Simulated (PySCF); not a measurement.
**Structure revision by computed shifts**

A compound C₄H₅FO gives the data below (simulated from a calculation) and was assigned the structure `C=CCC(=O)F`.

13C{1H} NMR (computed): δ 164.9 (C, d, J = 407.1 Hz), 141.4 (CH2, d, J = 1.5 Hz), 140.9 (C, d, J = 50.8 Hz), 22.2 (CH3, d, J = 1.7 Hz).

1H NMR (600 MHz, computed): δ 6.76 (dq, J = 1.7, 1.6 Hz, 1H), 6.41 (q, J = 2.1 Hz, 1H), 2.09 (td, J = 1.9, 1.4 Hz, 3H).

All values are calculated (PySCF 2.14.0 with density-fitted response routines): couplings computed with B3LYP/pcJ-1 (spin–dipole term only in couplings to heteroatoms), NMR shieldings at PBE0/pcSseg-1/GIAO, structure optimised with GFN2-xTB. Non-relativistic, in vacuum, single conformer, rapidly exchanging positions averaged.

Shifts are taken against calculated references (same method and geometry level): TMS for 1H (31.72 ppm), 13C (186.93 ppm).

Problem. Compare with the shifts computed for the proposed structure, pairing carbons in order of shift.

Solution. Numbering as in the mapped SMILES `[CH2:1]=[CH:2][CH2:3][C:4](=[O:5])[F:6]`; H(Xn) means a hydrogen on atom n.

```csv
atom,computed for proposal,given list,difference
C4,170.8,164.9,+5.9
C2,138.1,141.4,-3.3
C1,126.4,140.9,-14.5
C3,40.4,22.2,+18.2
```

The rms difference is 12.1 ppm and the largest +18.2 ppm at C3 (sp3 CH2 α to a carbonyl). The carbon types in order of shift don't match either: C, CH, CH2, CH2 for the proposal against C, CH2, C, CH3 in the data. The proposal doesn't fit.

Problem. Which isomer fits?

Solution. `C=C(C)C(=O)F`.

- Carbon types of the structure: 2 × C, 1 × CH2, 1 × CH3, which accounts for all hydrogens.
- δC 164.9: carbonyl carbon.
- δC 141.4: β carbon of a C=C–C=O unit; conjugation with the carbonyl draws π density from the β position.
- δC 140.9: α carbon of a C=C–C=O unit; an sp2 carbon of a C=C bond.
- δH 6.76, 6.41: hydrogen on a β carbon of a C=C–C=O unit; attached to an sp2 carbon and in the plane of the double bond.

Other isomers checked: C/C=C/C(=O)F (rms 14.8 ppm).

The data come from this structure; uniqueness wasn't tested.

Common functionals overestimate the size of one-bond C–F couplings by tens of Hz; these are unscaled. Splittings below 1 Hz are ignored in the labels, and close J values are merged. Shifts are as computed. Against solution values, carbons near 30 ppm lie about +3 ppm off and those near 130 ppm about +5 ppm. Of 1211 compounds with measured shifts, 218 miss one by over three times the rms of a fit or turn the order of signals round; such compounds aren't used in these exercises.
